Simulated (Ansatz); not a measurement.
Geometry optimisation, RKS BHLYP/def2-SVP (Ansatz 0.2.0).

Input file:

```yaml
crystal:
  periodic: [false, false, false]
  atoms:
    - { symbol: Si, position_ang: [-0.8517, 0.1135, 0.6194] }
    - { symbol: "N", position_ang: [0.9441, -0.1993, -0.4673] }
    - { symbol: O, position_ang: [-1.2291, 0.7021, -0.7798] }
    - { symbol: H, position_ang: [-0.0448, 0.3894, -1.158] }
    - { symbol: H, position_ang: [-0.4978, 0.982, 1.7302] }
    - { symbol: H, position_ang: [-1.3084, -1.2023, 1.0334] }
    - { symbol: H, position_ang: [1.7629, 0.3471, -0.2528] }
    - { symbol: H, position_ang: [1.2249, -1.1326, -0.725] }
basis:
  gaussian: { orbitals: def2-SVP }
hamiltonian:
  xc: { name: BHLYP }
relax:
  f_tol: 0.15
  max_steps: 25
  restrain:
    - { distance: [3, 1], at: 2.32, k: 30.0 }
    - { distance: [0, 1], at: 1.82, k: 30.0 }
    - { distance: [3, 2], at: 0.97, k: 30.0 }
```

Command:

```bash
$ ansatz run input.yaml --threads 1 --pin off --max-ram 2048MiB --backend cpu --events-out ev --progress --plain --runs-dir out
```

Q: Where does it end, and by what steps?

A: It converged. The restraints hold the end off the free minimum. After 8 steps the energy has fallen by 2.144 eV (the restraints' own energy left out); H4 moved furthest, 0.81 Å. Joined: O3–H4.

```tsv
step	energy less start (eV)	largest force component (eV/Å)	accepted
0	0.0000	2.709	yes
1	-0.5274	3.888	yes
2	-1.3745	3.694	yes
3	-1.9913	0.984	yes
4	-2.0200	1.924	yes
5	-2.0773	1.145	yes
6	-2.1214	1.225	yes
7	-2.1418	1.066	yes
8	-2.1443	1.112	yes
```

```xyz
8
Properties=species:S:1:pos:R:3
Si -0.537 0.048 0.471
N 1.032 -0.289 -0.296
O -1.358 0.760 -0.772
H -0.704 0.729 -1.480
H -0.384 0.969 1.616
H -1.183 -1.206 0.908
H 1.837 0.240 0.001
H 1.297 -1.250 -0.447
```

Time of the run: 22 s on 1 thread of Arm Neoverse V1, on a shared host, peak memory 0.14 GiB.
